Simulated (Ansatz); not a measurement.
# AlPH (quartet): from Hartree-Fock to the top rungs, def2-QZVPP

An exercise on one series of results from a longer session: the logs are not shown, and one member is left open.

Program: Ansatz 0.2.0, Gaussian basis. Level of theory: def2-QZVPP, core rule «outside noble gas», up to 10 orbitals frozen. These are calculated values, not measurements.

Plan: UHF; ROHF; CCSD(T) on UHF.

## The system

The geometry is a PBE0/def2-TZVP stationary point (not a proven minimum).

3 atoms, charge 0, spin multiplicity 4.

Atoms are counted from 1 here; the program's logs count them from 0.

Bond lengths: Al1–P2 2.386 Å, Al1–H3 1.614 Å. Angles: P2–Al1–H3 114.3°.

The first run:

in.yaml

```yaml
crystal:
  periodic: [false, false, false]
  atoms:
    - {symbol: Al, position_ang: [0.000000, -0.107696, 1.237712]}
    - {symbol: P, position_ang: [0.000000, 0.051009, -1.143237]}
    - {symbol: H, position_ang: [0.000000, 1.315423, 1.999097]}
basis:
  gaussian: {orbitals: "def2-QZVPP.json"}
magnetization: {spin_polarized: true, initial_magnetization: 3}
hamiltonian: {xc: hf}
output: {orbitals: {seedname: orbitals}}
```

Started as:

```
$ ansatz run in.yaml --threads 1 --pin off --events-out ev --progress --plain --max-ram 4096MiB --backend cpu
```

Steps of the session up to this table: UHF; ROHF; CCSD(T) on UHF.

One table of the session follows, with a row left open; its other results are not shown here.

```
  method  from UCCSD(T) (kJ/mol)
    ROHF                  +555.9
     UHF                  +538.3
    UMP2                  +103.5
   UCCSD                       ?
UCCSD(T)                       0
```

Q: Estimate the row for UCCSD from the others.

The run gave: from UCCSD(T) (kJ/mol): +23.9. In the column «from UCCSD(T) (kJ/mol)» it lies between UCCSD(T) (0) and UMP2 (+103.5).
